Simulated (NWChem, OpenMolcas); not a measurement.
**How methods differ on AlNH3O (SMILES [NH2][Al][OH])**

The species is AlNH3O (6 atoms), meant as a doublet with charge 0. SMILES: `[NH2][Al][OH]`. The coordinates come from a PBE0-D4/def2-TZVP relaxation. This is one conformer, not always the lowest.

```xyz
6

N    -0.9239    0.2402   -0.7608
Al    0.5952    0.6013    0.0707
O     1.1941   -0.6185    1.1012
H    -1.4343   -0.6236   -0.6572
H    -1.3947    0.8616   -1.3968
H     2.0057   -0.5251    1.5968
```

Quantity: the energy change with the N1–H5 bond stretched from 1.006 to 1.811 Å, in eV. The values are calculated.

```
              level                   kind     program  value (eV)  less CCSD(T)/def2-SVPD  CPU time (all runs)
      UHF/def2-SVPD           Hartree–Fock      NWChem        3.93                   +0.20                 68 s
 U-revPBE/def2-SVPD                    GGA  OpenMolcas        3.66                   -0.07                 92 s
   UM06-L/def2-SVPD               meta-GGA  OpenMolcas        3.98                   +0.25              2.3 min
    UTPSS/def2-SVPD               meta-GGA  OpenMolcas        3.73                    0.00              2.1 min
   UBHLYP/def2-SVPD          global hybrid  OpenMolcas        4.23                   +0.50                 91 s
  UM06-2X/def2-SVPD        hybrid meta-GGA  OpenMolcas        4.13                   +0.40              2.1 min
     UMP2/def2-SVPD    perturbation theory      NWChem        4.68                   +0.95              1.8 min
ROCCSD(T)/def2-SVPD  coupled cluster or CI  OpenMolcas        3.73                    0.00                 97 s
```

ROCCSD(T)/def2-SVPD is the highest level here, not the true value. At this stretch a single reference begins to fail. The first shape isn't each level's own minimum. The values span 3.66 to 4.68 eV. Spin contamination of the reference (⟨S²⟩ at least 0.1 too high) touches UHF/def2-SVPD, UBHLYP/def2-SVPD, UMP2/def2-SVPD. Times are those of the runs behind each value, whatever else they computed, on shared processors of several kinds: orders of magnitude only.
